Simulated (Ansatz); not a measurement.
**CH3FO3: how energies converge with the basis set**

How large a basis does CH3FO3 need? Two functionals are run in growing sets.

The runs use Ansatz 0.2.0, Gaussian basis; one geometry, several basis sets.

Plan: PBE0-D4/def2-SVP; ωB97M-V/def2-SVP; PBE0-D4/def2-QZVPP; ωB97M-V/def2-QZVPP; the functionals' def2-TZVPP values are taken from earlier runs.

### 1 The geometry

The geometry comes from an earlier relaxation with PBE0-D4 in a triple-zeta def2 set; it is a stationary point, not always the lowest conformer.

SMILES `OC(O)(O)F`, 8 atoms, charge 0, spin multiplicity 1.

Atoms are counted from 1 here; the program's logs count them from 0.

Bond lengths: O1–C2 1.361 Å, O1–H6 0.963 Å, C2–O3 1.361 Å, C2–O4 1.384 Å, C2–F5 1.366 Å, O3–H7 0.963 Å, O4–H8 0.963 Å. Angles: C2–O1–H6 107.2°, O1–C2–O3 105.9°, O1–C2–O4 113.5°, O1–C2–F5 110.3°, O3–C2–O4 113.5°, O3–C2–F5 110.3°, O4–C2–F5 103.4°, C2–O3–H7 107.2°, C2–O4–H8 106.7°.

### 2 PBE0-D4 in def2-SVP

Input file in.yaml:

```yaml
crystal:
  periodic: [false, false, false]
  atoms:
    - {symbol: O, position_ang: [-0.739824, 0.924757, 0.670691]}
    - {symbol: C, position_ang: [0.088584, 0.173936, -0.105786]}
    - {symbol: O, position_ang: [1.244300, 0.042164, 0.601237]}
    - {symbol: O, position_ang: [-0.462708, -1.034911, -0.492324]}
    - {symbol: F, position_ang: [0.328027, 0.805624, -1.293413]}
    - {symbol: H, position_ang: [-1.563038, 1.035745, 0.183871]}
    - {symbol: H, position_ang: [1.848393, -0.480852, 0.064096]}
    - {symbol: H, position_ang: [-0.651534, -1.523665, 0.315828]}
basis:
  gaussian: {orbitals: def2-SVP}
hamiltonian: {xc: pbe0, dispersion: d4}
output: {orbitals: {seedname: orbitals}}
```

On the command line:

```console
> ansatz run in.yaml --threads 2 --pin off --events-out ev --progress --plain --max-ram 4352MiB
```

After this run come: ωB97M-V in def2-SVP; PBE0-D4 in def2-QZVPP; ωB97M-V in def2-QZVPP.

Q: Predict the results of all the runs planned. Wanted: PBE0-D4: double and triple zeta above quadruple; ωB97M-V: double and triple zeta above quadruple.

**Answer**, as computed:

```
                                       quantity           value
PBE0-D4: double and triple zeta above quadruple  12.51, 0.53 eV
ωB97M-V: double and triple zeta above quadruple  12.75, 0.51 eV
```

In words: PBE0-D4 gains 11.98 eV from double to triple zeta, then 0.53 eV more. These are total energies; as a rule much of such shifts cancels in differences, which this series doesn't test. The LUMO of ωB97M-V is positive and keeps falling with the basis (3.01 to 1.37 eV): an unbound level that the basis holds in place.
